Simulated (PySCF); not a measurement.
Gas-phase reaction: 4 SiO + 2 ClO = 3 SiO2 + SiCl2

Computed with PySCF and rigid-rotor harmonic-oscillator thermochemistry at 1 bar. The comparison is the NASA 1993 polynomial table, which mixes measured and estimated data. After a fit of one offset per element over all species, the range-separated, M06-2X, PBE0/def2-QZVP and CCSD(T)/def2-TZVPP enthalpies, where run, lie to one side of the table for SiO2 (+35 kJ/mol): a fault of the table's entry, another state or a shared error of the levels is possible; this was not checked at source. † marks an energy on the PBE0/def2-TZVP geometry and frequencies; other levels use their own. 6-31G* has spherical d functions here. Open shells (unrestricted): ClO (multiplicity 2, electronic degeneracy 4); the rest are closed-shell singlets. Spin-orbit splitting is ignored; it lowers the true energy and changes the entropy of ClO. B3LYP is the form with VWN-RPA correlation. For this reaction the table lies outside the span of B3LYP, M06-2X, PBE0, r2SCAN, ωB97M-V, ωB97X-V in their largest bases here; which side is off was not settled. The harmonic model lacks anharmonicity and excited electronic states, which grow with temperature; levels with a mode under 35 cm⁻¹ are left out. The table's entry may be an old estimate for SiO, ClO, SiO2, SiCl2 (not checked at source).

ΔH° and ΔS° at 298 K: table -886 kJ, -331 J/K; B3LYP/6-31G* -696 kJ, -320 J/K; B3LYP/def2-TZVP† -768 kJ, -324 J/K; PBE/def2-TZVP† -804 kJ, -324 J/K; PBE0/def2-QZVP† -803 kJ, -324 J/K.

Q: With the heat capacities included, give log10 K at 500, 600, 800, 1200, 1800 K for each.

A: 
| T (K) | table | B3LYP/6-31G* | B3LYP/def2-TZVP† | PBE/def2-TZVP† | PBE0/def2-QZVP† |
|---|---|---|---|---|---|
| 500 | 75.2 | 56.0 | 63.4 | 67.1 | 67.0 |
| 600 | 59.9 | 43.9 | 50.0 | 53.2 | 53.1 |
| 800 | 40.7 | 28.9 | 33.4 | 35.8 | 35.7 |
| 1200 | 21.6 | 14.0 | 16.9 | 18.5 | 18.4 |
| 1800 | 8.9 | 4.1 | 6.0 | 7.1 | 7.1 |
Ten kJ in ΔG° is worth 1.04 decades in K at 500 K and 0.29 at 1800 K. Holding ΔH° and ΔS° at their 298 K values would give 8.4 (table), 3.5 (B3LYP/6-31G*), 5.4 (B3LYP/def2-TZVP†) at 1800 K.
